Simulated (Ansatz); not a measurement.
# SiH2F2: one structure at several levels

Aim: energy, forces and dipole at a displaced guess of a reacting structure, from CCSD(T) and from density functionals.

Computed with Ansatz 0.2.0, Gaussian basis. Level: single points in def2-TZVPP.

Cores are frozen in the correlated methods.

## 1. Where the work starts

5 atoms, charge 0, spin multiplicity 1.

Atoms are counted from 1 here; the program's logs count them from 0.

Bond lengths: Si1–F4 1.572 Å, Si1–F5 1.657 Å. Angles: F4–Si1–F5 95.9°.

Geometry (Å):

```xyz
5
F2H2Si
Si   -0.38660   -0.50820    0.54880
H     0.61340    0.10170   -0.83720
H     0.80590   -0.88640   -0.68720
F    -1.45860    0.27930   -0.28960
F     0.40980    0.83360    1.10780
```

## 2. CCSD(T)/def2-TZVPP

File run/in.yaml:

```yaml
crystal:
  periodic: [false, false, false]
  atoms:
    - {symbol: Si, position_ang: [-0.386600, -0.508200, 0.548800]}
    - {symbol: H, position_ang: [0.613400, 0.101700, -0.837200]}
    - {symbol: H, position_ang: [0.805900, -0.886400, -0.687200]}
    - {symbol: F, position_ang: [-1.458600, 0.279300, -0.289600]}
    - {symbol: F, position_ang: [0.409800, 0.833600, 1.107800]}
basis:
  gaussian: {orbitals: def2-TZVPP}
correlation: {method: ccsd_t}
output: {forces: true}
```

The command line of these runs was not kept.

## 3. PBE0-D4/def2-TZVPP

run/in.yaml, as its differences from that of step 2:

```diff
@@ -10,3 +10,3 @@
   gaussian: {orbitals: def2-TZVPP}
-correlation: {method: ccsd_t}
-output: {forces: true}
+hamiltonian: {xc: pbe0, dispersion: d4}
+output: {forces: true, orbitals: {seedname: orbitals}}
```

## 4. wB97M-V/def2-TZVPP

run/in.yaml, as its differences from that of step 3:

```diff
@@ -10,3 +10,3 @@
   gaussian: {orbitals: def2-TZVPP}
-hamiltonian: {xc: pbe0, dispersion: d4}
-output: {forces: true, orbitals: {seedname: orbitals}}
+hamiltonian: {xc: {name: wB97M-V}}
+output: {forces: true}
```

## 5. r2SCAN-D4/def2-TZVPP

run/in.yaml, as its differences from that of step 4:

```diff
@@ -10,3 +10,3 @@
   gaussian: {orbitals: def2-TZVPP}
-hamiltonian: {xc: {name: wB97M-V}}
+hamiltonian: {xc: r2scan, dispersion: d4}
 output: {forces: true}
```

## 6. PBE-D4/def2-TZVPP

run/in.yaml, as its differences from that of step 5:

```diff
@@ -10,3 +10,3 @@
   gaussian: {orbitals: def2-TZVPP}
-hamiltonian: {xc: r2scan, dispersion: d4}
+hamiltonian: {xc: pbe, dispersion: d4}
 output: {forces: true}
```

## 7. CAM-B3LYP-D4/def2-TZVPP

run/in.yaml, as its differences from that of step 6:

```diff
@@ -10,3 +10,3 @@
   gaussian: {orbitals: def2-TZVPP}
-hamiltonian: {xc: pbe, dispersion: d4}
+hamiltonian: {xc: {name: CAM-B3LYP}, dispersion: d4}
 output: {forces: true}
```

## 8. revPBE-D4/def2-TZVPP

run/in.yaml, as its differences from that of step 7:

```diff
@@ -10,3 +10,3 @@
   gaussian: {orbitals: def2-TZVPP}
-hamiltonian: {xc: {name: CAM-B3LYP}, dispersion: d4}
+hamiltonian: {xc: {name: revPBE}, dispersion: d4}
 output: {forces: true}
```

(Steps that only read results are left out.)

Before running it: what results should come out? Wanted: energy less free atoms, CCSD(T)/def2-TZVPP; RMS force component; RMS force error; HOMO and LUMO, PBE0-D4; T1 diagnostic.

As calculated:

| quantity | value |
| --- | --- |
| energy less free atoms, CCSD(T)/def2-TZVPP | -1497.4 kJ/mol |
| RMS force component | 1.505 to 1.662 eV/Å over the methods |
| RMS force error | PBE0-D4 0.086, wB97M-V 0.121, r2SCAN-D4 0.160, PBE-D4 0.385, CAM-B3LYP-D4 0.035, revPBE-D4 0.476 eV/Å |
| HOMO and LUMO, PBE0-D4 | -7.24 and -1.99 eV |
| T1 diagnostic | 0.014 |

In words: Against CCSD(T) the functionals' energies less atoms differ by -71.0 to -12.2 kJ/mol, PBE-D4 by -71.0 kJ/mol. The reference is not at the basis limit: in triple zeta CCSD(T) underbinds, which counts against methods that bind more; the gaps are no ranking. On forces the order runs from CAM-B3LYP-D4 to revPBE-D4. Frozen-core CCSD(T) forces in triple zeta carry basis errors of their own, and this is one geometry, so small gaps rank nothing.
